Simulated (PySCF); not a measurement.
Some computed properties have been withheld. Give your best values.

Compound: (CH3)2CF2, C3H6F2.
SMILES: `CC(C)(F)F`

| property | level | value |
| --- | --- | --- |
| point group of the GFN2-xTB geometry | GFN2-xTB | ? |
| rotational constants A, B, C of the GFN2-xTB geometry | GFN2-xTB | 5.133, 4.907, 4.757 GHz |
| dipole moment | PBE0/pcSseg-1 | 2.40 D |
| HOMO energy | PBE0/pcSseg-1 | ? |
| LUMO energy | PBE0/pcSseg-1 | ? |
| 13C chemical shifts (computed TMS as zero) by class | GIAO PBE0/pcSseg-1 | 128.3 (1 C), 27.5 (2 C) ppm |
| 1H chemical shifts (computed TMS as zero) by class | GIAO PBE0/pcSseg-1 | 1.60 (6 H) ppm |
| isotropic shieldings of nuclei other than C and H, by class | GIAO PBE0/pcSseg-1 | ? |
| largest of the computed one-bond spin–spin couplings (means over like bonds) | B3LYP/pcJ-1, spin–dipole term left out for some pairs | ? |

Gas-phase values; electronic properties from PySCF, density fitting. Geometry: GFN2-xTB; no solvent or vibrations. NMR classes are plain means over equivalent atoms (diastereotopic ones count apart unless rotation or inversion swaps them), as if these changed places fast; in this geometry the members of some classes differ.

Question: What is the LUMO energy?

Answer: 1.46 eV.

Question: The isotropic shieldings of nuclei other than C and H, by class?

Answer: 284 (2 F) ppm.

Question: Give the largest of the computed one-bond spin–spin couplings (means over like bonds).

Answer: 19F–13C -294.6 (×2), 13C–1H +134.8 (×6), 13C–13C +47.8 (×2) Hz.

Question: Give the point group of the GFN2-xTB geometry.

Answer: C2v.

Question: Give the HOMO energy.

Answer: -9.42 eV.

The rotational constants make it an asymmetric top with κ = (2B − A − C)/(A − C) = -0.2, nearer the prolate limit (−1). The dipole matches unit charges of opposite sign 0.50 Å apart (1 e·Å = 4.8032 D). Point group C2v permits a dipole; with 2.40 D the species has a pure rotational spectrum. With B = h/(8π²I), that is 505.379 GHz u Å² over I, the principal moments of inertia are 98.5, 103.0 and 106.2 u Å² (most abundant isotopes); the inertial defect Ic − Ia − Ib is -95.3 u Å² (zero for a rigid planar frame, negative otherwise).

For the spin–spin coupling job (B3LYP/pcJ-1), the run took 22 s wall on one thread of an Arm Neoverse V1 (shared host).
